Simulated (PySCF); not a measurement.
Process, species as SMILES: COC + 2 [H][H] (H2) → 2 C (CH4) + O (H2O)
B3LYP-D3(BJ)/def2-TZVP geometries, fixed; electronic energies without zero-point terms.
Largest species:
```xyz
9

C      0.0048     1.1709    -0.2006
O      0.0068     0.0028     0.5882
C     -0.0092    -1.1727    -0.1892
H      0.0177     2.0231     0.4773
H      0.8882     1.2176    -0.8515
H     -0.8928     1.2283    -0.8310
H     -0.0065    -2.0184     0.4970
H     -0.9074    -1.2256    -0.8191
H      0.8735    -1.2363    -0.8396
```

Effect of the atomic grid (radial, angular points) at PBE/def2-SVP with PySCF, against the last row, where the energy of full hydrogenation is -46.56 kcal/mol. Cost is core time over that of atom_grid: 50, 194, unpruned, rough, on shared machines of one kind.

| setting | grid points, largest species | largest shift of a total energy (mEh) | shift of the energy of full hydrogenation (kcal/mol) | cost |
|---|---|---|---|---|
| atom_grid: 30, 110, unpruned | 29704 | -0.128 | -0.171 | 0.6× |
| atom_grid: 50, 194, unpruned | 87304 | 0.061 | -0.056 | 1× |
| atom_grid: 75, 302, unpruned | 203856 | -0.003 | -0.002 | 2× |
| atom_grid: 99, 590, unpruned | 525696 | 0.000 | 0.000 | 3× |
| atom_grid: 150, 974, unpruned | 1314904 | 0.000 | 0.000 | 8× |

Within 0.1 kcal/mol in the energy of full hydrogenation: atom_grid: 50, 194, unpruned; atom_grid: 75, 302, unpruned; atom_grid: 99, 590, unpruned. The largest shift is 0.128 mEh in a total energy and 0.171 kcal/mol in the difference.
